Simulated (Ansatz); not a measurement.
We consider rhombohedral A7 Bi, described by PBE0 (Ansatz, a first-principles code, PAW).

Settings: plane-wave cutoff 460 eV, 8×8×8 k mesh, Fermi–Dirac smearing 0.05 eV, scalar-relativistic PAW data made under PBE.

Computed at the level's own relaxed cell.

Task: Estimate the equilibrium lattice constant a and lattice parameter c that the calculation returns.

Result: 
- equilibrium lattice constant a: 4.498 Å
- lattice parameter c: 12.442 Å

Measured, for comparison: lattice constant a 4.533 Å, lattice parameter c 11.796 Å (low temperature, zero-point motion not removed, hexagonal setting; as tabulated in Arnaud et al. (2016), arXiv:1602.08959). Computed (rounded) less measured: lattice constant a -0.8 %, lattice parameter c +5.5 %.

Note: the cell comes from a level without a dispersion term, which matters for the spacing of layers, chains or molecules.

Spin–orbit coupling is not included; it can shift volumes and moduli of such heavy elements.

Static lattice: no zero-point or thermal effects.

Computing time: about 50 core-minutes (a rough figure).
